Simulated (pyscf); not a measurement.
HO–InH–Cl -> Cl–In [singlet] + H₂O (1,1-elimination; singlet surface; In–O, H–In broken, H–O formed). Single points on ωB97X-D3(BJ)/def2-SVP structures (PySCF, gas phase). Correlated levels are frozen-core, on RHF or UHF. ΔMP2 is the change of the MP2 total energy from the triple- to the quadruple-zeta basis. Energies in kcal/mol from the reactant's lowest minimum found.

```
level                                barrier  reaction energy
--------------------------------  ----------  ---------------
ωB97X-D3(BJ)/def2-TZVP                  47.6             -8.0
PBE/def2-TZVP                     (withheld)            -13.7
ωB97M-D3(BJ)/def2-TZVP                  44.9            -11.5
HF/def2-TZVP                            60.0            -14.1
CCSD/def2-TZVPP                         47.8            -13.5
CCSD(T)/def2-TZVPP                      44.9            -12.1
CCSD(T)/def2-TZVPP + ΔMP2(QZVPP)  (withheld)       (withheld)
```

Problem. What belongs in the gaps?

Solution. 
- PBE/def2-TZVP, barrier: 34.2
- CCSD(T)/def2-TZVPP + ΔMP2(QZVPP), barrier: 43.8
- CCSD(T)/def2-TZVPP + ΔMP2(QZVPP), reaction energy: -12.6

On the product side the descent ends in a bound adduct, 11.7 kcal/mol under the separated species and 67.4 kcal/mol under the saddle at ωB97X-D3(BJ)/def2-TZVP. This is the saddle that the search found; another between the same sides may lie lower. The CCSD(T) − MP2 part came from Ansatz, without density fitting, on the same reference. The frozen core leaves the outer d or s,p core shells of the metals and heavy elements correlated in the MP2 and CC values, and def2-TZVPP describes them poorly, which can shift differences by a few kcal/mol. Elements past Kr carry the def2 core potentials, without spin-orbit coupling.
